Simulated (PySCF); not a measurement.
CFCl3.
SMILES: `FC(Cl)(Cl)Cl`

The closed-shell ground state was solved at several levels (PySCF, density fitting, gas phase, non-relativistic). Geometry: GFN2-xTB; no solvent, vibrations or thermal averaging.

```csv
level,basis functions,total energy (Eh),HOMO (eV),LUMO (eV),gap (eV),dipole (D)
LDA/ANO-RCC-VDZP,82,-1512.0200,-7.82,-2.62,5.20,0.44
PBE/ANO-RCC-VDZP,82,-1516.7935,-7.72,-2.48,5.24,0.40
HF/ANO-RCC-VDZP,82,-1514.6736,-12.70,2.61,15.31,0.70
PW91/Sadlej pVTZ,144,-1518.5365,-7.78,-2.54,5.24,0.30
B3LYP/ANO-RCC-VDZP,82,-1517.5160,-8.89,-1.67,7.22,0.51
BLYP/ANO-RCC-VDZP,82,-1517.4638,-7.52,-2.32,5.20,0.43
BP86/ANO-RCC-VDZP,82,-1517.6279,-7.81,-2.58,5.23,0.40
X3LYP/Sadlej pVTZ,144,-1518.4507,-8.96,-1.63,7.33,0.39
KT3/ANO-RCC-VDZP,82,-1528.5949,-7.89,-2.67,5.22,0.42
B97-D/ANO-RCC-VDZP,82,-1517.4444,-7.72,-2.45,5.27,0.41
KT2/ANO-RCC-VDZP,82,-1529.7509,-7.82,-2.66,5.16,0.42
```

Problem. Estimate the row for OPBE/ANO-RCC-VDZP, a basis of 82 functions; the other rows only guide the guess.

Solution. Total energy -1517.3380 Eh, HOMO -7.84 eV, LUMO -2.50 eV, gap 5.34 eV, dipole 0.37 D.

Problem. Over all these levels, which gives the widest orbital gap and which the narrowest?

Solution. HF/ANO-RCC-VDZP (Hartree–Fock, all exact exchange) has the widest, 15.31 eV, and KT2/ANO-RCC-VDZP (GGA) the narrowest, 5.16 eV. The two share the basis. From the narrowest to the widest the HOMO moves by -4.88 eV and the LUMO by +5.27 eV.

Problem. In the ANO-RCC-VDZP basis, how does the gap go with the fixed share of exact exchange?

Solution. KT2 (0 %) 5.16 eV; BLYP (0 %) 5.20 eV; LDA (0 %) 5.20 eV; KT3 (0 %) 5.22 eV; BP86 (0 %) 5.23 eV; PBE (0 %) 5.24 eV; B97-D (0 %) 5.27 eV; OPBE (0 %) 5.34 eV; B3LYP (20 %) 7.22 eV; HF (100 %) 15.31 eV. Each rise in the share widens the gap here.

Problem. How far do the dipole and the HOMO energy spread over the levels?

Solution. The dipole runs from 0.30 to 0.70 D (mean 0.43 D) and the HOMO from -12.70 to -7.52 eV.

B97-D is run here without its empirical dispersion term; that term would change no orbital, density or response property at a fixed geometry.
